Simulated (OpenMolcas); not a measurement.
## How basis sets differ on AlHClO (SMILES [O][AlH][Cl])

AlHClO has 4 atoms, charge 0, and is taken as a doublet. SMILES: `[O][AlH][Cl]`. Geometry: relaxed at PBE0-D4/def2-TZVP.

Quantity: the dipole moment, in D. The values are calculated.

| level | kind | program | value (D) | CPU time |
| --- | --- | --- | --- | --- |
| UHF/ANO-RCC-MB (DKH2) | Hartree–Fock | OpenMolcas | 2.02 | 2.5 s |
| UHF/STO-3G | Hartree–Fock | OpenMolcas | 2.53 | 2 s |
| UHF/3-21G | Hartree–Fock | OpenMolcas | 2.25 | 2.3 s |
| UHF/6-31G | Hartree–Fock | OpenMolcas | 2.44 | 2.8 s |
| UHF/def2-SVP | Hartree–Fock | OpenMolcas | 1.56 | 3.4 s |
| UHF/pc-2 (Cholesky decomposition) | Hartree–Fock | OpenMolcas | 1.65 | 8.5 s |

The values span 1.56 to 2.53 D. Sets without polarisation functions give poor dipoles. Times are those of the runs behind each value, whatever else they computed, on shared processors of several kinds: orders of magnitude only.
